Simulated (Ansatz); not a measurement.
**BNH₂ (singlet): PBE, r2SCAN, PBE0, B3LYP, wB97M-V, B2PLYP, RPA-PBE over vertical spin and charge gaps, 6-31G**

How well do these functionals follow the top wave-function level for BNH₂ (singlet) over vertical spin and charge gaps?

Computed with Ansatz 0.2.0, Gaussian basis. Level: 6-31G, all electrons in the functionals, frozen cores in the correlation of double hybrids and RPA.

The runs, in order: PBE, r2SCAN, PBE0, B3LYP, wB97M-V, B2PLYP, RPA-PBE, at charge 0, singlet; charge 0, triplet; charge 1, doublet.

4 further runs of the same task are left out: 4 set aside as unsound or not needed.

## Step 1: What is computed

The geometry is a PBE0/def2-TZVP stationary point (not a proven minimum).

4 atoms, charge 0, spin multiplicity 1.

Atoms are counted from 1 here; the program's logs count them from 0.

Bond lengths: B1–N2 1.371 Å, N2–H3 1.011 Å, N2–H4 1.011 Å. Angles: B1–N2–H3 122.7°, B1–N2–H4 122.7°, H3–N2–H4 114.6°.

Geometry (Å):

```xyz
4
charge 0, multiplicity 1
B     0.0000    0.0000    0.8600
N     0.0000    0.0000   -0.5115
H     0.0000    0.8509   -1.0580
H     0.0000   -0.8509   -1.0580
```

No dispersion term is added; wB97M-V holds VV10 nonlocal correlation. B3LYP takes the VWN-RPA correlation.

The geometry shown and the zero of energy belong to the point charge 0, singlet. The yardstick, FCI, and other wave-function levels (R restricted, U unrestricted, valence and pair active spaces) come from earlier runs.

## Step 2: PBE, charge 0, singlet

Contents of in.yaml:

```yaml
crystal:
  periodic: [false, false, false]
  atoms:
    - {symbol: B, position_ang: [0.000000, 0.000000, 0.859982]}
    - {symbol: N, position_ang: [0.000000, 0.000000, -0.511503]}
    - {symbol: H, position_ang: [0.000000, 0.850874, -1.057997]}
    - {symbol: H, position_ang: [0.000000, -0.850874, -1.057997]}
basis:
  gaussian: {orbitals: 6-31G}
magnetization: {spin_polarized: true, initial_magnetization: 0}
hamiltonian: {xc: {name: PBE}}
output: {orbitals: {seedname: orbitals}}
```

On the command line:

```bash
ansatz run in.yaml --threads 1 --pin off --events-out ev --progress --plain --max-ram 2816MiB --backend cpu
```

After this run come: PBE, charge 0, triplet; PBE, charge 1, doublet; r2SCAN, charge 0, singlet; r2SCAN, charge 0, triplet; r2SCAN, charge 1, doublet; PBE0, charge 0, singlet; PBE0, charge 0, triplet; PBE0, charge 1, doublet; B3LYP, charge 0, singlet; B3LYP, charge 0, triplet; B3LYP, charge 1, doublet; wB97M-V, charge 0, singlet; wB97M-V, charge 0, triplet; wB97M-V, charge 1, doublet; B2PLYP, charge 0, singlet; B2PLYP, charge 0, triplet; B2PLYP, charge 1, doublet; RPA-PBE, charge 0, singlet; RPA-PBE, charge 0, triplet; RPA-PBE, charge 1, doublet.

Before running them: what should the planned runs give, taken together? Wanted: singlet to triplet, FCI; ionisation to the doublet cation, FCI; largest miss, PBE; largest miss, r2SCAN; largest miss, PBE0; largest miss, B3LYP; largest miss, wB97M-V; largest miss, B2PLYP; largest miss, RPA-PBE.

As calculated:

| quantity | value |
| --- | --- |
| singlet to triplet, FCI | 38.5 kcal/mol |
| ionisation to the doublet cation, FCI | 187.6 kcal/mol |
| largest miss, PBE | +7.4 kcal/mol (ionisation to the doublet cation) |
| largest miss, r2SCAN | -6.8 kcal/mol (singlet to triplet) |
| largest miss, PBE0 | +8.4 kcal/mol (ionisation to the doublet cation) |
| largest miss, B3LYP | +11.4 kcal/mol (ionisation to the doublet cation) |
| largest miss, wB97M-V | +13.1 kcal/mol (ionisation to the doublet cation) |
| largest miss, B2PLYP | +5.2 kcal/mol (ionisation to the doublet cation) |
| largest miss, RPA-PBE | +6.8 kcal/mol (singlet to triplet) |
| largest miss, RCCSD(T) | -0.1 kcal/mol (singlet to triplet) |
| largest miss, UCCSD(T) | -0.1 kcal/mol (singlet to triplet) |

**Reading.** Of the functionals, B2PLYP and RMP2 keep the smallest largest miss at the points compared (at most 5.2 kcal/mol) and wB97M-V strays most (13.1 kcal/mol, at ionisation to the doublet cation). Functionals and the yardstick converge differently with the basis, so part of each miss in 6-31G is the basis.
